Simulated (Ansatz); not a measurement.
**triplet HF: levels of theory compared**

Wanted: a comparison of 6 runs (UBHLYP/cc-pVTZ, UCAM-B3LYP/cc-pVTZ, UPBE-QIDH/cc-pVTZ, UPBE/cc-pVTZ, UCCSDT(Q)/cc-pVTZ, UCCSD(T)/cc-pVTZ) of triplet HF. 

The calculation is run with Ansatz 0.2.0.

37 further runs of the same task are left out: 37 set aside as unsound or not needed.

## 1. Starting point

HF: 2 atoms, total charge 0, spin state triplet. As SMILES of the parent species, `F`. Geometry: relaxed at PBE0-D4/def2-TZVP. That shape belongs to the parent species and isn't relaxed for this state.

Bond lengths: F1–H2 0.920 Å.

## 2. A single-point energy at UBHLYP/cc-pVTZ (run 1)

input.yaml reads:

```yaml
basis:
  gaussian: {orbitals: cc-pVTZ}
crystal:
  periodic: [false, false, false]
  atoms:
    - {symbol: F, position_ang: [-0.390000, 0.144600, -0.196400]}
    - {symbol: H, position_ang: [0.390000, -0.144600, 0.196400]}
total_charge: 0
magnetization: {spin_polarized: true, initial_magnetization: 2}
hamiltonian: {xc: {name: BHLYP}}
accuracy: high
output: {orbitals: {seedname: orbitals}}
```

The run is started by

```bash
$ ansatz run input.yaml --threads 1 --pin off --max-ram 3480MiB --events-out events.jsonl --progress --plain --runs-dir runs
```

Standard output:

```text
Warning: RAYON_NUM_THREADS=1 ignored (pool sized by the plan → 1); use --threads N
Functional definition: BHLYP
  name "BHLYP"
  parameter a = 0.5
  exchange = (1 - a)*b88_x + a*exact_x
  correlation = lyp_c
585 factors; integrals over basis functions are off by at most 3.6e-9 eV
mean field evaluation 1: about -2722.8564 eV, gradient 1.1e1 eV
mean field evaluation 2: about -2723.1716 eV, gradient 7.0e0 eV
mean field evaluation 4: about -2723.2856 eV, gradient 2.2e-1 eV
mean field evaluation 8: about -2723.2941 eV, gradient 1.7e-3 eV
mean field evaluation 16: about -2723.2941 eV, gradient 5.5e-8 eV
mean field -2723.29405031 eV, -100.0792104340 hartree, gradient 9.4e-9 eV, S^2 2.002206; 0 other end points of the search recorded, 0 dependent functions left out
reference -2723.29407035 eV, -100.0792111703 hartree; 6, 4 occupied and 38, 40 virtual orbitals, 585 factors
Total energy: -2723.29407035 eV, -100.0792111703 hartree
```

It took 0.93 s on 1 thread of Arm Neoverse V1, shared host; peak memory 0.092 GiB.

## 3. The energy at UCAM-B3LYP/cc-pVTZ (run 2)

in.yaml reads:

```yaml
crystal:
  periodic: [false, false, false]
  atoms:
    - symbol: F
      position_ang: [-0.390000, 0.144600, -0.196400]
    - symbol: H
      position_ang: [0.390000, -0.144600, 0.196400]
basis:
  gaussian: {orbitals: cc-pVTZ}
magnetization: {spin_polarized: true, initial_magnetization: 2}
hamiltonian: {xc: {name: CAM-B3LYP}}
accuracy: high
output: {orbitals: {seedname: orbitals}}
```

The run is started by

```bash
$ ansatz run in.yaml --threads 1 --pin off --max-ram 3480MiB --events-out events.jsonl --progress --plain --runs-dir runs
```

Standard output:

```text
Warning: RAYON_NUM_THREADS=1 ignored (pool sized by the plan → 1); use --threads N
Functional definition: CAM-B3LYP
  name "CAM-B3LYP"
  parameter alpha = 0.19
  parameter beta = 0.46
  parameter omega = 0.33/bohr
  parameter ac = 0.81
  exchange = (1 - alpha - beta)*b88_x + beta*b88_x_sr(omega) + alpha*exact_x + beta*exact_x_lr(omega)
  correlation = (1 - ac)*vwn5_c + ac*lyp_c
585 factors; integrals over basis functions are off by at most 3.6e-9 eV
119 factors; integrals over basis functions are off by at most 1.8e-9 eV
mean field evaluation 1: about -2723.1240 eV, gradient 9.3e0 eV
mean field evaluation 2: about -2723.3443 eV, gradient 6.3e0 eV
mean field evaluation 4: about -2723.4345 eV, gradient 1.5e-1 eV
mean field evaluation 8: about -2723.4309 eV, gradient 1.6e-3 eV
mean field evaluation 16: about -2723.4309 eV, gradient 9.5e-8 eV
mean field -2723.43094693 eV, -100.0842412917 hartree, gradient 9.4e-8 eV, S^2 2.001428; 0 other end points of the search recorded, 0 dependent functions left out
reference -2723.43096065 eV, -100.0842417962 hartree; 6, 4 occupied and 38, 40 virtual orbitals, 585 factors
Total energy: -2723.43096065 eV, -100.0842417962 hartree
```

Wall time 1.2 s (1 thread of Arm Neoverse V1, shared host); peak memory 0.094 GiB.

Runs 3 to 5 aren't shown in full; the table further down has their settings and results.

## 4. The energy at UCCSD(T)/cc-pVTZ (run 6)

job.yaml reads:

```yaml
basis:
  gaussian: {orbitals: cc-pVTZ}
crystal:
  periodic: [false, false, false]
  atoms:
    - {symbol: F, position_ang: [-0.390000, 0.144600, -0.196400]}
    - {symbol: H, position_ang: [0.390000, -0.144600, 0.196400]}
magnetization: {spin_polarized: true, initial_magnetization: 2}
correlation: {method: ccsd_t, frozen_orbitals: {F: 1, H: 0}}
accuracy: high
scf: {omitted_lower_state_checks: [cluster_reference, increment]}
```

The run is started by

```bash
$ ansatz run job.yaml --threads 1 --pin off --max-ram 3480MiB --events-out events.jsonl --progress --plain --runs-dir runs
```

Standard output:

```text
Warning: RAYON_NUM_THREADS=1 ignored (pool sized by the plan → 1); use --threads N
Functional definition: HF
  name "HF"
  exchange = exact_x
  correlation = 0
these checks for a lower state are left out or cut short: cluster_reference, increment
585 factors; integrals over basis functions are off by at most 3.6e-9 eV
mean field evaluation 1: about -2712.9169 eV, gradient 1.6e1 eV
mean field evaluation 2: about -2712.9507 eV, gradient 1.6e1 eV
mean field evaluation 4: about -2713.8518 eV, gradient 1.6e0 eV
mean field evaluation 8: about -2713.8715 eV, gradient 1.4e-4 eV
mean field evaluation 16: about -2713.8716 eV, gradient 3.4e-3 eV
mean field -2713.87154039 eV, -99.7329395811 hartree, gradient 8.6e-8 eV, S^2 2.004143; 2 other end points of the search recorded, 0 dependent functions left out
1 core orbitals not correlated: weight in the atoms' cores, before any rotation towards them, 1.000 or more for the frozen orbitals, at most 0.000 for the correlated occupied ones
reference -2713.87154039 eV, -99.7329395811 hartree; 5, 3 occupied and 38, 40 virtual orbitals, 585 factors
second order -5.73806013 eV of doubles, -0.00000000 eV of singles
cycle   1  -5.98906283 eV  change   -2.5e-1 eV  update   2.8e-2
cycle   2  -6.08328167 eV  change   -9.4e-2 eV  update   8.5e-3
cycle   3  -6.09205862 eV  change   -8.8e-3 eV  update   2.7e-3
cycle   4  -6.09047297 eV  change    1.6e-3 eV  update   8.3e-4
cycle   5  -6.09084971 eV  change   -3.8e-4 eV  update   2.5e-4
cycle   6  -6.09094975 eV  change   -1.0e-4 eV  update   6.1e-5
cycle   7  -6.09094842 eV  change    1.3e-6 eV  update   1.5e-5
cycle   8  -6.09095118 eV  change   -2.8e-6 eV  update   3.7e-6
cycle   9  -6.09095099 eV  change    2.0e-7 eV  update   9.3e-7
cycle  10  -6.09095130 eV  change   -3.2e-7 eV  update   2.4e-7
cycle  11  -6.09095119 eV  change    1.2e-7 eV  update   7.6e-8
cycle  12  -6.09095118 eV  change    6.6e-9 eV  update   2.0e-8
cycle  13  -6.09095119 eV  change   -3.1e-9 eV  update   8.9e-9
cycle  14  -6.09095124 eV  change   -5.2e-8 eV  update   2.6e-8
cycle  15  -6.09095123 eV  change    7.3e-9 eV  update   7.3e-9
cycle  16  -6.09095123 eV  change    1.0e-9 eV  update   1.8e-9
cycle  17  -6.09095123 eV  change    1.0e-9 eV  update  5.0e-10
cycle  18  -6.09095123 eV  change   2.7e-10 eV  update  1.2e-10
perturbative correction -0.11545698 eV, -0.0042429658 hartree
Total energy: -2720.07794860 eV, -99.9610208758 hartree
Checks for a lower state left out: cluster_reference, increment
```

Run time: 1.4 s. Hardware: 1 thread of Arm Neoverse V1, shared host; peak memory 0.15 GiB.

## 5. Overview of the runs

```
run               level  frozen core orbitals  energy (Eh)  HOMO energy (eV)   ⟨S²⟩  wall time
  1      UBHLYP/cc-pVTZ                     –  -100.079211             -3.89  2.002     0.93 s
  2  UCAM-B3LYP/cc-pVTZ                     –  -100.084242             -4.25  2.001      1.2 s
  3   UPBE-QIDH/cc-pVTZ                     1  -100.004265             -4.72  2.003      1.1 s
  4        UPBE/cc-pVTZ                     –  -100.008665             -1.99  2.001      1.4 s
  5   UCCSDT(Q)/cc-pVTZ                     1   -99.961323                 –  2.004       28 s
  6    UCCSD(T)/cc-pVTZ                     1   -99.961021                 –  2.004      1.4 s
```

## 6. What came out

| quantity | value |
| --- | --- |
| run 6: total energy | -99.96102 Eh |
| run 6: correlation energy (1 core orbital frozen) | -228.1 mEh |
| run 6: (T) correction | -4.24 mEh |
| run 6: ⟨S²⟩ of the reference determinant | 2.004 |
| run 6: T1 diagnostic | 0.007 |

What this shows: Totals of different functionals can't be ranked against each other. All runs together took 34 s, the longest 28 s.
